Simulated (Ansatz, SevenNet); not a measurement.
For zinc-blende GaSb, the machine-learned potential SevenNet-0 (trained on PBE and PBE+U data) gives:

| Property | Result |
|---|---|
| equilibrium lattice constant a | 6.218 Å |
| bulk modulus B0 | 41.4 GPa |
| formation enthalpy | -0.138 eV/atom |

### Question
What does HSE06 (Ansatz, an electronic-structure program, PAW) give for the same quantities?

### Answer

- lattice constant a: 6.139 Å (decreases by 1.3 %)
- bulk modulus: 53.7 GPa (increases by 30 %)
- formation enthalpy: -0.248 eV/atom (moves by -0.110 eV/atom)

For comparison: lattice constant a 6.096 Å (measured, 300 K, not corrected to a static lattice; as tabulated in Vurgaftman et al. (2001), doi:10.1063/1.1368156); bulk modulus 57 GPa (measured, temperature not stated, no zero-point or thermal correction; as tabulated in Toher et al. (2017), arXiv:1611.05714); formation enthalpy -0.22 eV/atom (measured, 298 K, not corrected to a static lattice; as tabulated in Zhang et al. (2018), doi:10.1038/s41524-018-0065-z).

Changes are worked out from the printed values.

Unless a cell is named, each level is at its own relaxed cell (SevenNet-0 30.04, HSE06 28.92 Å³/atom).

Levels without +SOC leave out spin–orbit coupling, which shifts energies and cells of such heavy elements.

Caveats: exact exchange on metals is sensitive to the k mesh and can open a false gap (HSE06). Ansatz's density-functional and Hartree–Fock values are scalar-relativistic unless marked +SOC, with PAW data made under PBE.
